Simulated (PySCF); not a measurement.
Predicted microwave data (PBE0-D3(BJ)/def2-SVP geometry optimisation, gas phase in PySCF) for one isomer of C3H5FS:

| Quantity | Value |
| --- | --- |
| Rotational constants | A = 13437, B = 1664, C = 1577 MHz |
| Dipole components | \|μa\| = 1.46 D, \|μb\| = 1.42 D, \|μc\| = 0.07 D |
| Inertial defect | -20.89 u·Å² |
| κ | -0.99 |

Problem. Which structure is it? (One computed conformer of each.)
A. `[CH2:1]=[C:2]([F:3])[S:4][CH3:5]` with C1–C2–S4–C5 -142°
B. `[CH3:1][S:2]/[CH:3]=[CH:4]/[F:5]` with C1–S2–C3–C4 180°
C. `[F:1][CH2:2][CH2:3][CH:4]=[S:5]` with F1–C2–C3–C4 -62°, C2–C3–C4–S5 -126°
D. `C[C@@H]1S[C@H]1F`
E. `[F:1][C@H:2]1[CH2:3][CH2:4][S:5]1` with F1–C2–C3–C4 134°, C2–C3–C4–S5 -15°, C3–C4–S5–C2 12°, F1–C2–S5–C4 -131°
F. `[F:1][C@@H:2]1[CH2:3][C@H:4]1[SH:5]` with C3–C4–S5–H 146°

Solution. C. It is FCCC=S, a near-prolate asymmetric top, point group C1. The candidates at the same level (rigid rotor, commonest isotopes):

| SMILES | A (MHz) | B (MHz) | C (MHz) | μa (D) | μb (D) | μc (D) | Δ (u·Å²) | point group | rotor |
| --- | --- | --- | --- | --- | --- | --- | --- | --- | --- |
| F[C@H]1CCS1 | 6544 | 3875 | 2661 | 0.97 | 2.14 | 0.80 | -17.70 | C1 | asymmetric top |
| FCCC=S | 13437 | 1664 | 1577 | 1.46 | 1.42 | 0.07 | -20.89 | C1 | near-prolate asymmetric top |
| C=C(F)SC | 6794 | 3141 | 2354 | 0.70 | 0.15 | 0.83 | -20.60 | C1 | asymmetric top |
| CS/C=C/F | 15053 | 1685 | 1531 | 1.62 | 0.79 | 0.00 | -3.28 | Cs | near-prolate asymmetric top |
| F[C@@H]1C[C@H]1S | 10539 | 2212 | 1988 | 0.10 | 0.01 | 0.19 | -22.16 | C1 | near-prolate asymmetric top |
| C[C@@H]1S[C@H]1F | 5520 | 3617 | 2406 | 1.71 | 1.44 | 0.48 | -21.27 | C1 | asymmetric top |

`CS/C=C/F` has A 12 % too high; `C=C(F)SC` has B 89 % too high; `F[C@H]1CCS1` has B 133 % too high; `F[C@@H]1C[C@H]1S` has B 33 % too high; `C[C@@H]1S[C@H]1F` has B 117 % too high. No structure here is proved a minimum.
